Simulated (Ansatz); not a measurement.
Species: methanethiol, CH4S, charge 0, multiplicity 1. 
Geometry from a B3LYP-D3(BJ)/def2-TZVP (Ansatz, a quantum-chemistry and plane-wave program) optimisation:
```
C
H 1 1.0879
H 1 1.0879 2 110.33
H 1 1.0886 2 108.79 3 -119.26
S 1 1.8231 2 111.32 4 -116.63
H 5 1.3429 1 97.06 2 -61.78
```
Charge 0, spin multiplicity 1.

Basis-set convergence of Hartree-Fock and CCSD correlation energies (hartree) with Ansatz. Valence correlation only, unless marked. No spin-orbit coupling. Non-relativistic.

```
basis        functions       E(HF)  E(corr, CCSD)
-----------  ---------  ----------  -------------
cc-pV(D+d)Z         57  -437.72966       -0.32348
cc-pV(T+d)Z        125  -437.75855       -0.39752
cc-pV(Q+d)Z        239  -437.76503       -0.41999
```

Extrapolating the two largest sets (X = 3 and 4) as X^-3: E(corr) = (64·(-0.41999) - 27·(-0.39752))/37 = -0.4364 Eh, an estimate of the basis-set limit. The largest set recovers 96.2 % of it, the smallest 74.1 %.
